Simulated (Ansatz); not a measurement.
# CeCl3 (CeCl3): the cost of one run

Program: Ansatz 0.2.0, Gaussian basis. Level of theory: the settings change from run to run. These are calculated values, not measurements.

### Step 1. The relaxed structure

The structure was relaxed beforehand with r2SCAN-D4/def2-SVP. Ce takes a core potential in def2 sets; no spin-orbit term is included.

4 atoms, charge 0, spin multiplicity 2.

Atoms are counted from 1 here; the program's logs count them from 0.

Bond lengths: Ce1–Cl2 2.534 Å, Ce1–Cl3 2.534 Å, Ce1–Cl4 2.534 Å. Angles: Cl2–Ce1–Cl3 112.6°, Cl2–Ce1–Cl4 112.6°, Cl3–Ce1–Cl4 112.6°.

### Step 2. PBE0-DH/def2-mTZVP

Options: high accuracy.

Input file in.yaml:

```yaml
crystal:
  periodic: [false, false, false]
  atoms:
    - {symbol: Ce, position_ang: [-0.006042, -0.001450, 0.528712]}
    - {symbol: Cl, position_ang: [2.436145, -0.022452, -0.148267]}
    - {symbol: Cl, position_ang: [-1.195247, 2.120020, -0.184215]}
    - {symbol: Cl, position_ang: [-1.234845, -2.096117, -0.196230]}
basis:
  gaussian: {orbitals: def2-mTZVP}
magnetization: {spin_polarized: true, initial_magnetization: 1}
hamiltonian: {xc: {name: PBE0-DH}}
accuracy: high
output: {forces: true}
```

Command:

```console
$ ansatz run in.yaml --threads 4 --pin off --events-out ev --progress --plain --max-ram 8704MiB
```

**Question.** How long does this run take on 4 threads of Arm Neoverse V2, shared host, and how much memory does it need?

About 6.7 min, with a peak of 1.3 GiB.
